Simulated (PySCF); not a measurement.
**Gas-phase XPS of `C=CC(=C)C`, computed**

C5H8.
SMILES with atom numbers: `[CH2:1]=[CH:2][C:3](=[CH2:4])[CH3:5]`

Computed, not measured: delta-SCF UKS SCAN, pcX-2 on the ionised atom, pcseg-1 elsewhere, spin-free X2C (PySCF 2.14.0). Vertical ΔSCF values, vacuum level as zero.

**Question.** List the computed XPS lines with their assignment.

**Answer.** 
```csv
atom(s),environment,level,binding energy (eV),above the level's lowest (eV),count
C5,allylic carbon,C 1s,290.79,+1.06,1
C3,fully substituted alkene carbon,C 1s,290.68,+0.95,1
C2,alkene CH carbon,C 1s,290.51,+0.78,1
C1,terminal =CH2 carbon,C 1s,289.91,+0.18,1
C4,terminal =CH2 carbon,C 1s,289.73,0.00,1
```

Lowest listed C 1s: C4, bonded to C (double bond) and 2 H. Highest, 1.06 eV above it: C5, bonded to C and 3 H. The widest gap between neighbouring values is 0.60 eV, between 289.91 and 290.51 eV. Summing the Pauling electronegativity differences to the bonded atoms, each weighted by its formal bond order, gives -0.70 for the lowest site and -1.05 for the highest; the largest sum, 0.00, belongs to C3, 0.11 eV below the top. The smallest sum, -1.05, belongs to C5, 1.06 eV above the lowest.

**Question.** Give the binding energy of C 1s of C3 in hartree and in kJ/mol.

**Answer.** 290.68 eV = 10.6823 Eh = 28046 kJ/mol.

Spin contamination (⟨S²⟩ against 0.75 for a pure doublet) is marked for C 1s of C2 (0.92) and C 1s of C3 (0.93), which makes these values less certain. One conformer (not necessarily the lowest) at the PBE0-D3(BJ)/def2-SVP geometry, without solvent, vibrations or thermal averaging.

On an Arm Neoverse V2 with one thread, no GPU (shared host), this took 34 s wall.

Shape of the structure used: `[CH2:1]=[CH:2][C:3](=[CH2:4])[CH3:5]`: C1–C2–C3–C4 180°.
